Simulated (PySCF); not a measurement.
Basis-set dependence of population analyses: `C#CCCF`

Compound: C4H5F.
Bonds: C1–C2 (triple), C2–C3, C3–C4, C4–F5. Hydrogens: H6 on C1; H7, H8 on C3; H9, H10 on C4.

PBE0 throughout (PySCF), one geometry, spherical d and f functions. Isolated species at its PBE0-D3(BJ)/def2-SVP geometry (one conformer only). Atoms taken as equivalent share a column and are averaged. The first 7 of 8 kinds of atom are listed.

Mulliken charges (e):

```
        basis  functions      C1      C2      C3      C4      F5      H6   H7/H8
       STO-3G         30  -0.145  -0.042  -0.171  -0.028  -0.111  +0.118  +0.107
        6-31G         55  -0.461  +0.121  -0.422  +0.038  -0.342  +0.278  +0.220
     pcSseg-0         55  -0.313  -0.107  -0.523  +0.007  -0.389  +0.280  +0.287
       6-31G*         80  -0.489  +0.265  -0.506  +0.057  -0.337  +0.236  +0.219
     def2-SVP         95  -0.434  +0.202  -0.019  +0.230  -0.273  +0.046  +0.079
      cc-pVDZ         95  -0.402  +0.248  -0.079  +0.203  -0.237  +0.009  +0.083
     pcSseg-1        110  -0.356  +0.101  -0.215  +0.172  -0.331  +0.069  +0.165
  aug-cc-pVDZ        160  +0.988  -0.426  +0.176  +0.917  -0.446  -0.635  -0.065
6-311+G(2d,p)        165  -0.922  +1.146  -0.693  -0.078  -0.268  +0.160  +0.176
    def2-TZVP        185  -0.168  -0.085  -0.221  +0.024  -0.220  +0.178  +0.140
      cc-pVTZ        220  -0.218  -0.040  -0.178  +0.131  -0.213  +0.152  +0.119
     IGLO-III        225  -0.176  -0.057  -0.221  +0.022  -0.265  +0.150  +0.148
```

IAO charges (e):

```json
{"basis": "STO-3G", "functions": "30", "C1": "-0.171", "C2": "-0.039", "C3": "-0.296", "C4": "-0.085", "F5": "-0.136", "H6": "+0.160", "H7/H8": "+0.158"}
{"basis": "6-31G", "functions": "55", "C1": "-0.237", "C2": "-0.033", "C3": "-0.300", "C4": "+0.018", "F5": "-0.304", "H6": "+0.202", "H7/H8": "+0.177"}
{"basis": "pcSseg-0", "functions": "55", "C1": "-0.224", "C2": "-0.036", "C3": "-0.308", "C4": "+0.019", "F5": "-0.293", "H6": "+0.193", "H7/H8": "+0.178"}
{"basis": "6-31G*", "functions": "80", "C1": "-0.233", "C2": "-0.034", "C3": "-0.289", "C4": "+0.057", "F5": "-0.311", "H6": "+0.197", "H7/H8": "+0.169"}
{"basis": "def2-SVP", "functions": "95", "C1": "-0.235", "C2": "-0.029", "C3": "-0.286", "C4": "+0.063", "F5": "-0.315", "H6": "+0.194", "H7/H8": "+0.168"}
{"basis": "cc-pVDZ", "functions": "95", "C1": "-0.242", "C2": "-0.031", "C3": "-0.289", "C4": "+0.057", "F5": "-0.313", "H6": "+0.200", "H7/H8": "+0.170"}
{"basis": "pcSseg-1", "functions": "110", "C1": "-0.244", "C2": "-0.034", "C3": "-0.287", "C4": "+0.059", "F5": "-0.322", "H6": "+0.202", "H7/H8": "+0.172"}
{"basis": "aug-cc-pVDZ", "functions": "160", "C1": "-0.253", "C2": "-0.029", "C3": "-0.292", "C4": "+0.055", "F5": "-0.329", "H6": "+0.206", "H7/H8": "+0.175"}
{"basis": "6-311+G(2d,p)", "functions": "165", "C1": "-0.252", "C2": "-0.029", "C3": "-0.294", "C4": "+0.054", "F5": "-0.330", "H6": "+0.206", "H7/H8": "+0.176"}
{"basis": "def2-TZVP", "functions": "185", "C1": "-0.252", "C2": "-0.029", "C3": "-0.294", "C4": "+0.058", "F5": "-0.328", "H6": "+0.205", "H7/H8": "+0.175"}
{"basis": "cc-pVTZ", "functions": "220", "C1": "-0.252", "C2": "-0.029", "C3": "-0.295", "C4": "+0.056", "F5": "-0.326", "H6": "+0.205", "H7/H8": "+0.175"}
{"basis": "IGLO-III", "functions": "225", "C1": "-0.253", "C2": "-0.029", "C3": "-0.295", "C4": "+0.055", "F5": "-0.330", "H6": "+0.206", "H7/H8": "+0.176"}
```

Which scheme is steadiest as the basis changes?

Largest range over the bases for any column: IAO 0.19 e, Mulliken 1.91 e. IAO charges move least and Mulliken charges most, counted in e. Without the minimal STO-3G basis the ranges are IAO 0.04, Mulliken 1.91 e.

How much do the charges still move between the two largest bases, cc-pVTZ and IGLO-III?

At most, over all atoms: Mulliken 0.109 e, IAO 0.004 e.

What do the same runs give for the total energy, the frontier levels and the dipole moment?

```
        basis  energy (Eh)  HOMO (eV)  LUMO (eV)  μ (D)
       STO-3G    -251.5855      -5.34       5.01   0.39
        6-31G    -254.8466      -7.79       1.40   1.44
     pcSseg-0    -254.3336      -8.13       1.11   1.53
       6-31G*    -254.8991      -7.64       1.41   1.09
     def2-SVP    -254.7195      -7.91       1.07   1.12
      cc-pVDZ    -254.9217      -7.81       1.14   1.04
     pcSseg-1    -254.8846      -8.01       0.86   1.22
  aug-cc-pVDZ    -254.9412      -7.98      -0.02   1.13
6-311+G(2d,p)    -254.9886      -8.00       0.38   1.18
    def2-TZVP    -255.0116      -7.97       0.77   1.09
      cc-pVTZ    -255.0022      -7.94       0.86   1.05
     IGLO-III    -255.0171      -8.00       0.59   1.12
```

The dipole is fixed by the density alone, so its range of 1.14 D shows that the density itself changes with the basis, not only its division among atoms.
